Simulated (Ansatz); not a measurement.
```yaml
crystal:
  periodic: [false, false, false]
  atoms:
    - {symbol: Ga, position_ang: [0.000000, 0.000000, 0.000000]}
    - {symbol: H, position_ang: [0.000000, 0.000000, 1.530000]}
basis:
  gaussian: {orbitals: def2-TZVP}
total_charge: 1
magnetization: {spin_polarized: true, initial_magnetization: 1}
hamiltonian: {xc: pbe0}
relax: {f_tol: 0.004, max_steps: 80}
```

```sh
$ ansatz run in.yaml --threads 1 --pin off --events-out ev --progress --plain --max-ram 2176MiB
```

Steps of the relaxation (energy above the last step; positions in Å, forces in eV/Å):

```
2
step 1, 77.6 meV
Ga    0.000    0.000    0.000    0.000    0.000   -1.348
H     0.000    0.000    1.530    0.000    0.000    1.348
```

```
2
step 2, 16.3 meV
Ga    0.000    0.000   -0.033    0.000    0.000   -0.539
H     0.000    0.000    1.563    0.000    0.000    0.539
```

```
2
step 3, 0.1 meV
Ga    0.000    0.000   -0.063    0.000    0.000   -0.044
H     0.000    0.000    1.593    0.000    0.000    0.044
```

```
2
step 5, 0.0 meV
Ga    0.000    0.000   -0.066    0.000    0.000    0.000
H     0.000    0.000    1.596    0.000    0.000    0.000
```

Close pairs at the end: Ga1–H2 1.661 Å.

A stationary point of unrestricted PBE0 after 5 steps, with ⟨S²⟩ = 0.762 against 0.75 for a pure state. 7 s on 1 thread of Arm Neoverse V1, shared host.
